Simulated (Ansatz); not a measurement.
**Formaldehyde (CH₂O): ionisation energy by level of theory**

One table from this session's results is given with a row withheld; the runs are named, their logs left out.

Method: unrestricted cation, the program's frozen cores in correlated methods; program: Ansatz 0.2.0, Gaussian basis.

Levels to be run: UKS PBE-D4/def2-TZVPP; UKS r2SCAN-D4/def2-TZVPP; UKS PBE0-D4/def2-TZVPP; UKS B3LYP-D4/def2-TZVPP; UKS wB97X-V/def2-TZVPP; UKS wB97M-V/def2-TZVPP; UKS B2PLYP/def2-TZVPP; UHF-CCSD(T)/def2-TZVPP; UHF-CCSD(T)/def2-QZVPP; extrapolation to the limit; then −ε(HOMO) from the neutral's earlier runs with LDA (SPW92), PBE-D4, revPBE-D4, BLYP-D4, r2SCAN-D4, B97M-V, PBE0-D4, B3LYP-D4, r2SCANh-D4, r2SCAN0-D4, HSE06-D4, BHLYP-D4, CAM-B3LYP-D4, LC-ωPBE, ωB97X-V, ωB97M-V.

## The relaxed structure

The geometry comes from an earlier relaxation with PBE0-D4 in a triple-zeta def2 set; it is a stationary point.

SMILES `C=O`, 4 atoms, charge 0, spin multiplicity 1.

Atoms are counted from 1 here; the program's logs count them from 0.

Bond lengths: C1–O2 1.195 Å, C1–H3 1.109 Å, C1–H4 1.109 Å. Angles: O2–C1–H3 122.0°, O2–C1–H4 122.0°, H3–C1–H4 115.9°.

The first run:

The input, in.yaml:

```yaml
crystal:
  periodic: [false, false, false]
  atoms:
    - {symbol: C, position_ang: [-0.002831, -0.002224, -0.003278]}
    - {symbol: O, position_ang: [0.692010, 0.544353, 0.801308]}
    - {symbol: H, position_ang: [-0.544833, 0.559743, -0.790486]}
    - {symbol: H, position_ang: [-0.144345, -1.101872, -0.007544]}
basis:
  gaussian: {orbitals: def2-TZVPP}
total_charge: 1
magnetization: {spin_polarized: true, initial_magnetization: 1}
hamiltonian: {xc: pbe, dispersion: d4}
```

Run with:

```bash
$ ansatz run in.yaml --threads 2 --pin off --events-out ev --progress --plain --max-ram 32768MiB --backend cpu
```

Among the steps run: Cation, UKS PBE-D4/def2-TZVPP; Cation, UKS r2SCAN-D4/def2-TZVPP; Cation, UKS PBE0-D4/def2-TZVPP; Cation, UKS B3LYP-D4/def2-TZVPP; Cation, UKS wB97X-V/def2-TZVPP; Cation, UKS wB97M-V/def2-TZVPP; Cation, UKS B2PLYP (frozen core)/def2-TZVPP; Cation, UHF-CCSD(T)/def2-TZVPP; Cation, UHF-CCSD(T)/def2-QZVPP.

One table of the session follows, with a row left open; its other results are not shown here.

It belongs to the step «Ionisation energies side by side». Orbital estimates, from the neutral's runs:

```
  functional  −ε(HOMO) (eV)
 LDA (SPW92)           6.27
      PBE-D4           6.18
   revPBE-D4           6.15
     BLYP-D4           6.14
   r2SCAN-D4              ?
      B97M-V           6.67
     PBE0-D4           7.82
    B3LYP-D4           7.60
  r2SCANh-D4           7.11
  r2SCAN0-D4           8.04
    HSE06-D4           7.41
    BHLYP-D4           9.45
CAM-B3LYP-D4           9.31
     LC-ωPBE          10.59
     ωB97X-V          10.29
     ωB97M-V          10.23
```

Q: Estimate the row for r2SCAN-D4 from the others.

Worked estimate for «−ε(HOMO) (eV)». Against the share of exact exchange, r2SCANh-D4 (0.1, 7.11), r2SCAN0-D4 (0.25, 8.04) give a slope of 6.20 per unit share; at 0 the line stands at 6.49.

**Answer.** −ε(HOMO) (eV): 6.50. In «−ε(HOMO) (eV)» the line misses by -0.01.

Caveats from the session: The cation may have settled in a state other than its lowest; no search over hole states beyond the program's own was made.
